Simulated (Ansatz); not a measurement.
`[CH2]C(F)CF` radical. The species carries charge 0 and has multiplicity 2.

```xyz
10

C     1.2742   -0.1918    0.5499
C    -0.1155   -0.5266    0.1993
F    -0.1575   -1.6777   -0.5767
C    -0.8212    0.5610   -0.5954
F    -0.8982    1.7006    0.1762
H     1.5305    0.8246    0.8157
H     1.9961   -0.9854    0.6858
H    -0.7111   -0.7350    1.1029
H    -1.8339    0.2398   -0.8508
H    -0.2633    0.7906   -1.5070
```

**Question.** List the harmonic frequencies (cm⁻¹, unscaled) at PBE0-D4/def2-TZVP in Ansatz. (An estimate is asked.)

**Answer.** Ansatz gave: 115, 132, 240, 385, 405, 474, 563, 883, 936, 1044, 1102, 1148, 1173, 1243, 1315, 1356, 1411, 1440, 1506, 2977, 3067, 3128, 3181, 3297.

**Question.** Is this a minimum?

**Answer.** Yes, all 24 modes are real.

**Question.** Give the ideal-gas thermochemistry at 298.15 K and 1 bar (rigid rotor, harmonic oscillator; point group C1, symmetry number 1).

**Answer.** Zero-point energy 194.5 kJ/mol; H(298) − E = 212.8 kJ/mol; entropy 325.8 J/(mol·K), of which translation 163.4, rotation 107.5, vibration 49.2, electronic 5.8; G(298) − E = 115.7 kJ/mol.
